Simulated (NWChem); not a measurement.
System: SiH₂, triplet; SMILES of the neutral closed-shell parent [SiH2]

NWChem input:

```
start job
memory heap 200 mb stack 900 mb global 1100 mb
geometry units angstroms noautosym nocenter noautoz
  Si     0.000000     0.000000     0.138415
  H      1.298303     0.000000    -0.625202
  H     -1.298303     0.000000    -0.625202
end
basis spherical
  * library 6-31g*
end
dft
  odft
  mult 3
  xc xpbe96 cpbe96
  iterations 150
end
cosmo
  do_cosmo_smd true
  solvent water
end
task dft energy
```

Parts of the log:

```
             Northwest Computational Chemistry Package (NWChem) 7.3.0
             --------------------------------------------------------

                             Geometry "geometry" -> ""
                             -------------------------

 Output coordinates in angstroms (scale by  1.889725989 to convert to a.u.)

  No.       Tag          Charge          X              Y              Z
 ---- ---------------- ---------- -------------- -------------- --------------
    1 Si                  14.0000     0.00000000     0.00000000     0.13841500
    2 H                    1.0000     1.29830300     0.00000000    -0.62520200
    3 H                    1.0000    -1.29830300     0.00000000    -0.62520200

 Effective nuclear repulsion energy (a.u.)      10.0409732177

  pbe96 is a nonlocal functional; adding pw91lda local functional.

                                 NWChem DFT Module
                                 -----------------

 Summary of "ao basis" -> "ao basis" (spherical)
 ------------------------------------------------------------------------------
       Tag                 Description            Shells   Functions and Types
 ---------------- ------------------------------  ------  ---------------------
 Si                          6-31g*                  8       18   4s3p1d
 H                           6-31g*                  2        2   2s

 in cosmo_initialize ...
 calling solv_data for solv:h2o

 solvent parameters
 solvname_short: h2o
 solvname_long:  water
 dielec:       78.4000
 dielecinf:     1.7769
 aqueous SMD model solvent descriptors
 dielec:       78.4000
 sola:          0.8200

          ---------------
          -cosmo- solvent
          ---------------
 Cosmo: York-Karplus, doi: 10.1021/jp992097l
 dielectric constant -eps-     =  78.40
 screen = (eps-1)/(eps    )    =   0.98724
 surface charge correction     = lagrangian

   van der Waals surface
 --------------------------

[...]

                                COSMO-SMD solvation results
                                ---------------------------

             internal energy in gas <Psi(g)|H|Psi(g)> =      -290.403448666958
         internal energy in solvent <Psi(s)|H|Psi(s)> =      -290.403392711570
                               delta internal energy  =         0.000055955388 (    0.04 kcal/mol)
   total free energy in solvent <Psi(s)|H+V/2|Psi(s)> =      -290.404062752355
 polarization energy contribution <Psi(s)|V/2|Psi(s)> =        -0.000670040785 (   -0.42 kcal/mol)
    total free energy in solvent including G(SMD-CDS) =      -290.402302674293
                       G(SMD-CDS) energy contribution =         0.001760078062 (    1.10 kcal/mol)
     1 M fixed-concentration free energy of solvation =         0.001145992665 (    0.72 kcal/mol)

                    DFT Final Alpha Molecular Orbital Analysis
                    ------------------------------------------

 Vector    7  Occ=1.000000D+00  E=-3.348484D-01
              MO Center= -1.9D-09,  4.1D-11, -3.7D-01, r^2= 2.2D+00
   Bfn.  Coefficient  Atom+Function         Bfn.  Coefficient  Atom+Function
  ----- ------------  ---------------      ----- ------------  ---------------
     7      0.424223  1 Si px                20      0.248174  2 H  s
    22     -0.248174  3 H  s                 19      0.245000  2 H  s
    21     -0.245000  3 H  s                  3     -0.175921  1 Si px
    11      0.090575  1 Si px                17      0.065026  1 Si d  1

 Vector    8  Occ=1.000000D+00  E=-2.301753D-01
              MO Center=  1.5D-09, -3.4D-09,  4.0D-01, r^2= 2.2D+00
   Bfn.  Coefficient  Atom+Function         Bfn.  Coefficient  Atom+Function
  ----- ------------  ---------------      ----- ------------  ---------------
     9      0.532645  1 Si pz                10      0.317032  1 Si s
     6      0.288401  1 Si s                 13      0.271737  1 Si pz
    20     -0.213564  2 H  s                 22     -0.213564  3 H  s
     5     -0.202780  1 Si pz                19     -0.146997  2 H  s
    21     -0.146997  3 H  s                  2     -0.115557  1 Si s

 Vector    9  Occ=1.000000D+00  E=-1.733513D-01
              MO Center=  1.3D-11,  5.1D-09,  1.4D-01, r^2= 2.4D+00
   Bfn.  Coefficient  Atom+Function         Bfn.  Coefficient  Atom+Function
  ----- ------------  ---------------      ----- ------------  ---------------
     8      0.634356  1 Si py                12      0.485195  1 Si py
     4     -0.233156  1 Si py

 Vector   10  Occ=0.000000D+00  E= 9.064003D-03
              MO Center= -1.2D-09,  9.6D-10, -4.8D-01, r^2= 3.1D+00
   Bfn.  Coefficient  Atom+Function         Bfn.  Coefficient  Atom+Function
  ----- ------------  ---------------      ----- ------------  ---------------
    10      0.972918  1 Si s                 20     -0.959177  2 H  s
    22     -0.959177  3 H  s                 13     -0.815369  1 Si pz
     6      0.399078  1 Si s                  9     -0.333537  1 Si pz
    19     -0.187962  2 H  s                 21     -0.187962  3 H  s
    18     -0.156205  1 Si d  2               2     -0.128767  1 Si s

[...]
```

Level: PBE/6-31G* (spherical d), spin-unrestricted, SMD on the gas-phase geometry. In the optimisation the excess spin sits in a1 and b2 (C2v, its own frame). The geometry was optimised at PBE-D3(BJ)/def2-SVP, spin-unrestricted. This spin state was assumed; another may lie lower. No stability test was run on the SCF state. Solvent: water.
